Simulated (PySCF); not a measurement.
CH3, SMILES [CH3], multiplicity 2. Atoms are numbered in the order given.

```xyz
4

C      0.0000     0.0000     0.0000
H      1.0790     0.0000     0.0000
H     -0.5395    -0.9345     0.0000
H     -0.5395     0.9345     0.0000
```
Charge 0, spin multiplicity 2.

Geometry: B3LYP-D3(BJ)/def2-TZVPD. The isomer is the one that the SMILES or the coordinates give; other isomers of the formula were not compared.

Computed with M06-2X/def2-TZVPD (PySCF).

Isolated molecule, no solvent.

```json
{
 "total_energy": "-39.82420 hartree",
 "point_group": "D3h",
 "α spin, highest occupied and lowest empty level": "-7.80 and 0.87 eV",
 "β spin, highest occupied and lowest empty level": "-13.00 and -1.07 eV",
 "dipole_moment": "0.00 D",
 "quadrupole, principal values (traceless, Buckingham form, about the centre of nuclear charge)": "-1.92, 0.96, 0.96 D·Å",
 "mean_static_polarisability": "16.1 bohr³ (2.39 Å³)",
 "polarisability_principal_values": "15.9, 15.9, 16.5 bohr³",
 "⟨S²⟩": "0.755 (pure state 0.75)"
}
```
